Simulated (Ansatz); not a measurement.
# FH3Si2, SMILES F[Si][SiH3]: a ladder of basis sets

With Ansatz 0.2.0, Python API.

Run as a notebook:

In [1]:
```python
import ansatz as az
from ase import Atoms
```

In [2]:
```python
atoms = Atoms(["F", "Si", "Si", "H", "H", "H"], positions=[
    (2.5287, 0.2775, 0.3585),
    (1.4271, -0.7584, -0.3874),
    (-0.648, -0.0041, -0.0487),
    (-0.7773, 1.345, -0.6193),
    (-0.9204, 0.0465, 1.3955),
    (-1.6101, -0.9065, -0.6986),
])
system = az.Crystal.molecule_from_ase(atoms)
```

In [3]:
```python
model = (
    system.calculation()
    .functional("HF")
    .spin("collinear", total=2)
)
```

In [4]:
```python
energies = {}
for basis in ["STO-3G", "6-31G", "6-31G*", "def2-SVP", "def2-SVPD", "def2-TZVP", "def2-TZVPP"]:
    rep = model.basis(gaussian=basis).run(threads=1, backend="cpu").report
    size = rep["n_frozen"] + rep["n_occupied"][0] + rep["n_virtual"][0]
    energies[basis] = (rep["reference_energy_ev"] / 27.211386246, rep["free_energy_ev"] / 27.211386246)
    print(f"{basis:14s} {size:4d} orbitals  reference {energies[basis][0]:14.6f} Ha  total {energies[basis][1]:14.6f} Ha")
```
```text
STO-3G           26 orbitals  reference    -670.911843 Ha  total    -670.911843 Ha
6-31G            41 orbitals  reference    -678.883549 Ha  total    -678.883549 Ha
6-31G*           59 orbitals  reference    -678.981911 Ha  total    -678.981911 Ha
def2-SVP         65 orbitals  reference    -678.748786 Ha  total    -678.748786 Ha
def2-SVPD        95 orbitals  reference    -678.766456 Ha  total    -678.766456 Ha
def2-TZVP       123 orbitals  reference    -679.088581 Ha  total    -679.088581 Ha
def2-TZVPP      157 orbitals  reference    -679.089286 Ha  total    -679.089286 Ha
```

In [5]:
```python
last = energies["def2-TZVPP"][1]
for basis, (_, total) in energies.items():
    print(f"{basis:14s} lies {27.211386 * (total - last):9.4f} eV above def2-TZVPP")
```
```text
STO-3G         lies  222.5196 eV above def2-TZVPP
6-31G          lies    5.5984 eV above def2-TZVPP
6-31G*         lies    2.9218 eV above def2-TZVPP
def2-SVP       lies    9.2655 eV above def2-TZVPP
def2-SVPD      lies    8.7847 eV above def2-TZVPP
def2-TZVP      lies    0.0192 eV above def2-TZVPP
def2-TZVPP     lies    0.0000 eV above def2-TZVPP
```

Against STO-3G: 6-31G -7971.7 mHa, 6-31G* -8070.1 mHa, def2-SVP -7836.9 mHa, def2-SVPD -7854.6 mHa, def2-TZVP -8176.7 mHa and def2-TZVPP -8177.4 mHa. The last step alone is -0.71 mHa (these two sets differ little on atoms other than hydrogen).

Caveats:
- The settings weren't tested for convergence.
- The geometry is a force-field or estimated start, not a minimum of this method, and the last set is no limit. Much of the fall in a total is atomic energy, which cancels in bond and reaction energies.
- The run takes the species as open-shell (spin multiplicity 3), which needn't be its ground state.
- Totals across families of basis sets mostly measure their core functions.
- Hardware and time: 9.1 s on 1 thread of AMD EPYC 7B13 (Zen 3) (shared host), peak memory 0.41 GiB.
